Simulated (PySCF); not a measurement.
Atom-mapped SMILES (the numbers label the heavy atoms): `[BH2:1][CH2:2][SiH3:3]` (H(Xn): hydrogen on atom n).

Theoretical values (PySCF): coordinates at the PBE0-D3(BJ)/def2-SVP level, shielding tensors at PBE0/pcSseg-1 (GIAO). One averaged value for each set of equivalent atoms, single conformer, no solvent model, non-relativistic.

δ = σ(ref) − σ, references computed at the same level: 13C and 1H and 29Si against TMS; BF3·OEt2 for 11B.

```json
{"atoms": "H(C2)", "nucleus": "1H", "count": "2", "Hirshfeld charge": "0.05", "δ (ppm)": "2.03"}
{"atoms": "B1", "nucleus": "11B", "count": "1", "Hirshfeld charge": "0.13", "δ (ppm)": "82.7"}
{"atoms": "H(B1)", "nucleus": "1H", "count": "2", "Hirshfeld charge": "-0.06", "δ (ppm)": "7.42"}
{"atoms": "Si3", "nucleus": "29Si", "count": "1", "Hirshfeld charge": "0.33", "δ (ppm)": "?"}
{"atoms": "H(Si3)", "nucleus": "1H", "count": "3", "Hirshfeld charge": "-0.07", "δ (ppm)": "3.89"}
{"atoms": "C2", "nucleus": "13C", "count": "1", "Hirshfeld charge": "-0.22", "δ (ppm)": "?"}
```

Task: Complete the table.

Result: 
- C2: 22.1 ppm, sp3 CH2 bonded to B and Si
- Si3: -83.7 ppm, silicon bonded to C, 3 H

Hydrogens on boron are broadened and split by 11B (spin 3/2, 80 %) and 10B (spin 3). A carbon bonded to boron is broadened by the quadrupolar boron nucleus and is often missing from a measured spectrum. Shifts are as computed. Against solution values, carbons near 30 ppm lie about +2 ppm off and those near 130 ppm about +5 ppm. Of 1211 compounds with measured shifts, 218 miss one by over three times the rms of a fit or turn the order of signals round; such compounds aren't used in these exercises.
